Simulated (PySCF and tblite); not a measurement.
Results of a calculation; reference values are marked as such.
C3H8O, numbered as in [CH3:1][CH2:2][CH2:3][OH:4].

Conformers came from 90 starts (ETKDG and KDG, MMFF94s, GFN2-xTB); geometries are PBE0-D3(BJ)/def2-SVP. Free energies are B3LYP-D3(BJ)/def2-TZVP (IEF-PCM, chloroform) single points with GFN2-xTB rigid-rotor and vibrational terms (modes under about 100 cm⁻¹ blended into free rotors). Symmetry numbers and mirror images are counted. Conformers within 3 kcal/mol (GFN2-xTB free energy) were kept, 8 at most. GIAO shieldings: WP04/pcSseg-1 (IEF-PCM, chloroform). Shifts are against TMS (¹H), TMS (¹³C) at the same level. Run with PySCF (density fitting) and tblite.

Torsions listed: C1–C2–C3–O4, C2–C3–O4–H4. Of a mirror pair one member is shown.

| conformer | shape | symmetry | E(GFN2) kcal/mol | E(DFT) kcal/mol |
| --- | --- | --- | --- | --- |
| 1 | 178°, 60° | C1 (pair) | 0.00 | 0.00 |
| 2 | 62°, -67° | C1 (pair) | 0.35 | 0.07 |
| 3 | -58°, -61° | C1 (pair) | 0.13 | 0.10 |
| 4 | -62°, 175° | C1 (pair) | 1.72 | 0.39 |
| 5 | -179°, -178° | Cs | 1.37 | 0.27 |

Task: How much do the weights at 298.15 K and the averaged shift of C2 depend on how the conformers are weighted?

Result: 
| weighting | 1 (%) | 2 (%) | 3 (%) | 4 (%) | 5 (%) | δ (ppm) | rms dipole (D) |
| --- | --- | --- | --- | --- | --- | --- | --- |
| DFT energy with thermal terms, symmetry and mirror images (full scheme) | 26 | 23 | 21 | 18 | 12 | 31.0 | 1.91 |
| DFT energy with symmetry and mirror images | 28 | 25 | 24 | 14 | 9 | 31.2 | 1.92 |
| bare DFT energy | 26 | 23 | 22 | 13 | 16 | 31.0 | 1.91 |
| GFN2-xTB energy with symmetry and mirror images | 41 | 22 | 33 | 2 | 2 | 31.7 | 1.96 |
| GFN2-xTB free energy | 41 | 22 | 31 | 3 | 3 | 31.7 | 1.96 |
| leading conformer alone | 100 | 0 | 0 | 0 | 0 | 32.6 | 1.98 |
| equal weights | 20 | 20 | 20 | 20 | 20 | 30.8 | 1.89 |
| full scheme, search stopped after three starts | 55 | 0 | 45 | 0 | 0 | 32.3 | 1.97 |

The largest departure from the full scheme, 1.6 ppm, comes with: leading conformer alone.
